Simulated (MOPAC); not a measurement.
**PM6 run of C2H3O2 (SMILES [CH2]C(=O)O)**

Aim: a structure relaxation of C2H3O2. 

Program for the calculation: MOPAC 23.2.5.

14 further runs of the same task are left out: 14 set aside as unsound or not needed.

**1. The system as given**

C2H3O2: 7 atoms, total charge 0, spin state doublet. As SMILES, `[CH2]C(=O)O`. All atoms were displaced at random from a relaxed shape. The run starts from this shape.

Bond lengths: C1–C2 1.468 Å, C2–O3 1.207 Å, C2–O4 1.345 Å, C1–H5 1.070 Å, C1–H6 1.072 Å, O4–H7 0.964 Å. Angles: C1–C2–O3 123.7°, C1–C2–O4 112.7°, O3–C2–O4 123.6°, C2–C1–H5 117.5°, C2–C1–H6 120.3°, C2–O4–H7 106.7°, H5–C1–H6 122.2°.

**2. A geometry optimisation at PM6**

Input file c2h3o2.mop:

```
PM6 CYCLES=300 UHF GNORM=0.01 GRADIENTS BONDS DISP DOUBLET AUX(PRECISION=6) T=10M THREADS=1


C     -0.508157 1     0.939237 1     0.012623 1
C     -0.010033 1    -0.431880 1    -0.147013 1
O     -0.640264 1    -1.316264 1    -0.674940 1
O      1.213196 1    -0.604392 1     0.384206 1
H     -1.480783 1     1.159720 1    -0.373775 1
H      0.085223 1     1.674484 1     0.518764 1
H      1.447241 1    -1.530090 1     0.248123 1
```

Started as:

```
mopac c2h3o2.mop
```

**Question.** What will come out? Wanted: total energy at the end; dipole moment; HOMO energy; LUMO energy; heat of formation; ⟨S²⟩.

Answer, from the run:

At PM6:

```
                  quantity           value
   total energy at the end    -31.89439 Eh
             dipole moment          1.76 D
HOMO energy (over α and β)       -11.28 eV
LUMO energy (over α and β)        -1.58 eV
         heat of formation  -62.9 kcal/mol
                      ⟨S²⟩           0.759
```

What this shows: At the final geometry: Bond lengths: C1–C2 1.452 Å, C2–O3 1.212 Å, C2–O4 1.381 Å, C1–H5 1.074 Å, C1–H6 1.075 Å, O4–H7 0.995 Å. Angles: C1–C2–O3 130.0°, C1–C2–O4 110.4°, O3–C2–O4 119.6°, C2–C1–H5 119.7°, C2–C1–H6 121.0°, C2–O4–H7 112.4°, H5–C1–H6 119.4°. The optimisation took 41 steps and changed the energy by -0.122 eV.
